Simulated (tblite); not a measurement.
A structure optimised at GFN2-xTB (Å):
```
atom  x, y, z in Å
C1     1.9538   -0.3599   -0.7386
C2     1.1047    0.2268    0.0442
C3    -0.2343    0.0599    0.6249
C4    -1.1471    1.2168    0.2140
N5    -0.8655   -1.2042    0.2328
H6     2.9073    0.0946   -0.9700
H7     1.8099   -1.3315   -1.2202
H8    -0.1492    0.0423    1.7194
H9    -0.7525    2.1574    0.5877
H10   -1.2136    1.2726   -0.8705
H11   -2.1420    1.0566    0.6196
H12   -0.2940   -1.9933    0.5140
H13   -0.9820   -1.2377   -0.7750
```

Doublet state.

(1) Which heavy atoms are bonded, and with what formal order?

(2) Which species is it?

(3) Name the point group.

(4) Classify the heavy atoms.

(5) What is the arrangement about N5?

(6) What is the arrangement about C3?

## Answers

(1) C1–C2 1.30 Å (double); C2–C3 1.47 Å (single); C3–C4 1.53 Å (single); C3–N5 1.47 Å (single). Bonds to hydrogen (Å): C1–H6 1.08; C1–H7 1.09; C3–H8 1.10; C4–H9 1.09; C4–H10 1.09; C4–H11 1.09; N5–H12 1.01; N5–H13 1.02. The orders are those of one drawing; other resonance forms can be drawn.

(2) `C=[C][C@@H](C)N`, C4H8N.

(3) C1 (no symmetry element, even within 0.4 Å).

(4) C1: carbon bonded to C and 2 H; C2: carbon bonded to 2 C; C3: carbon bonded to 2 C, N and H; C4: carbon bonded to C and 3 H; N5: nitrogen bonded to C and 2 H.

(5) It has 3 neighbours (C3, H12, H13) and is pyramidal (angles 110.7°, 110.1° and 108.3°, sum 329.1°, 0.37 Å off the plane of its three neighbours).

(6) It has 4 neighbours (C2, C4, N5, H8) and is tetrahedral (angles from 106.6° to 112.6°).

These are computed values.
